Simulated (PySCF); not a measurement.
**C2H4F2O: core ionisation energies**

C₂H₄F₂O.
Z-matrix (Å and degrees, GFN2-xTB geometry), rows numbered from 1:
```
C 
O   1  1.4200
C   2  1.3456  1  114.29
F   3  1.3638  2  111.82  1    72.36
F   3  1.3368  2  108.72  1  -170.75
H   1  1.0928  2  110.92  3   -63.66
H   1  1.0946  2  110.68  3    58.31
H   1  1.0864  2  105.59  3   177.37
H   3  1.1103  2  114.58  1   -48.79
```

The calculation used PySCF, delta-SCF UKS SCAN, pcX-2 on the ionised atom, pcseg-1 elsewhere, spin-free X2C. Binding energies are ΔSCF values: E(core-ionised, relaxed orbitals) − E(ground state) at a fixed geometry, referred to the vacuum level.

Question: What binding energy does each computed site have?

Answer: 
| atom(s) | environment | level | binding energy (eV) | above the level's lowest (eV) | count |
| --- | --- | --- | --- | --- | --- |
| C1 | methoxy carbon | C 1s | 293.14 | 0.00 | 1 |
| C3 | CHF2 carbon | C 1s | 297.34 | +4.20 | 1 |
| O2 | ether oxygen | O 1s | 539.87 | 0.00 | 1 |
| F4/F5 | fluorine of a CF2 group | F 1s | 693.20 | 0.00 | 2 |

Lowest listed C 1s: C1, bonded to O and 3 H. Highest, 4.20 eV above it: C3, bonded to 2 F, O and H. Summing the Pauling electronegativity differences to the bonded atoms, each weighted by its formal bond order, gives -0.16 for the lowest site and +3.40 for the highest.

Question: Give the binding energy of C 1s of C3 in hartree and in kJ/mol.

Answer: 297.34 eV = 10.9270 Eh = 28689 kJ/mol.

Question: Which photon wavelength matches the C 1s of C3 threshold?

Answer: λ = hc/E = 12398.42 eV Å / 297.34 eV = 41.698 Å.

Topologically equivalent atoms share the value of their first member; where this conformer doesn't relate them by symmetry, their own values could differ. Isolated species at its GFN2-xTB geometry (one conformer only).
